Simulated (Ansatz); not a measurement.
`FCC=C(F)F` + H₂O → `OC=C(F)F` + fluoromethane at 700 K and 1 bar (formal hydrolysis of a C–C bond).

Isolated molecules relaxed with PBE0-D4/def2-TZVP in Ansatz; ΔE leaves out vibrations. CCSD(T)/CBS is the MP2 limit (def2-TZVPP, def2-QZVPP) plus CCSD(T) − MP2 in def2-TZVPP, frozen cores. This one scheme is used for every species. Each species was taken in one conformer, which may not be the lowest.

| species | CCSD(T)/CBS energy (Eh) | H − E (kJ/mol) | S (J/(mol·K)) |
| --- | --- | --- | --- |
| `FCC=C(F)F` | -415.29351 | 219.5 | 423.9 |
| H₂O | -76.37941 | 80.5 | 218.4 |
| `OC=C(F)F` | -352.00832 | 164.8 | 382.3 |
| `CF` | -139.63461 | 133.6 | 263.9 |

H − E and S are ideal-gas, rigid-rotor, harmonic terms from PBE0-D4/def2-TZVP, for one conformer and one mirror image of each species. 1 Eh = 2625.50 kJ/mol, R = 8.31446 J/(mol·K).

**Question.** By hand: ΔE, ΔH, ΔS and ΔG.

**Answer.** ΔE = (-352.00832) + (-139.63461) − (-415.29351) − (-76.37941) = 0.02999 Eh = 78.7 kJ/mol. Δ(H − E) = 164.8 + 133.6 − 219.5 − 80.5 = -1.6, so ΔH = 77.1 kJ/mol. ΔS = 382.3 + 263.9 − 423.9 − 218.4 = 3.9 J/(mol·K). ΔG = 77.1 − 700 × (3.9)/1000 = 74.4 kJ/mol.

**Question.** By hand: the equilibrium constant, and the temperature at which ΔG would vanish if ΔH and ΔS stayed fixed.

**Answer.** log₁₀ K = −ΔG/(RT ln 10) = -5.6. ΔG = 0 at ΔH/ΔS = 19769 K, far beyond where these terms or the molecules hold.

The number of gas molecules stays the same, so ΔS is small and ΔH decides. A doubt of 5 kJ/mol in ΔE shifts log₁₀ K by 0.4 here. Other conformers and mirror images would add mixing entropy, several J/(mol·K) or more a flexible species. These are equilibria of isolated gas molecules and say nothing of rates. Largest T1 diagnostic: 0.012 (customary marks: 0.02 for closed shells, 0.045 for open ones).
